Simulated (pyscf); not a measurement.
Thermochemistry of product channels of `[F][CH]([F])[Cl]` + `[CH3]` [doublet] on the doublet surface, in kJ/mol, from CCSD(T)/def2-TZVPP + ΔMP2(QZVPP) energies (ideal gas, 1 atm, RRHO with modes under 100 cm⁻¹ raised to 100, one conformer, R ln 2 for chiral ones without a mode under 150 cm⁻¹). Single points on ωB97X-D3(BJ)/def2-SVP structures (PySCF, gas phase). Correlated levels are frozen-core, on RHF or UHF. ΔMP2 is the change of the MP2 total energy from the triple- to the quadruple-zeta basis.

| products | ΔE | ΔH(298 K) | ΔG(900 K) | ΔG(1200 K) |
|---|---|---|---|---|
| `[FH]` + `[CH3][C]([F])[Cl]` [doublet] | -58.0 | -52.7 | -57.4 | -59.8 |
| `[FH]` + `[CH2][CH]([F])[Cl]` [doublet] | (withheld) | -32.7 | -39.2 | (withheld) |

Question: What belongs in the gaps?

Answer: 
- `[FH]` + `[CH2][CH]([F])[Cl]` [doublet], ΔE: -34.9
- `[FH]` + `[CH2][CH]([F])[Cl]` [doublet], ΔG(1200 K): -43.0

These are energies of the channels, which say nothing of barriers. The CCSD(T) − MP2 part came from Ansatz, without density fitting, on the same reference.
